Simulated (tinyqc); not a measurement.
Inside a calculation. Method: Hueckel theory of the pi electrons with the omega technique, for the molecule C=C[CH2-] (SMILES; centres numbered as the heavy atoms are written). One step of it, computed by the program tinyqc.

Question. Energy, charges, bond orders. E = sum n x; q_r = z_r - P_rr; bond order p = P_rs; free valence = sqrt(3) - sum of p over the bonds of the atom.

final x values: 1.256752  -0.275920  -1.580831

occupations: 2.000000  2.000000  0.000000

final P:
```
           1C        2C         3C
1C   1.459867  0.704825  -0.540133
2C   0.704825  1.080266   0.704825
3C  -0.540133  0.704825   1.459867
```

Centres:
```
centre  z_r, pi electrons of the neutral centre         h
1C                                            1  0.000000
2C                                            1  0.000000
3C                                            1  0.000000
```

Bonds:
```
i  j  k
1  2  1
2  3  1
```

Give: pi energy = 4 alpha + this times beta; pi charges; Bond orders and lengths from R = 1.517 - 0.180 p; free valence of the carbons; gap between the highest filled and the next level.

Answer.

pi energy = 4 alpha + this times beta = 1.962

pi charges: 1C -0.460, 2C -0.080, 3C -0.460

Bond orders and lengths from R = 1.517 - 0.180 p (angstrom, C-C alone):
```
bond      p      R
1-2   0.705  1.390
2-3   0.705  1.390
```

free valence of the carbons: 1C 1.027, 2C 0.322, 3C 1.027

gap between the highest filled and the next level = 1.305 |beta|
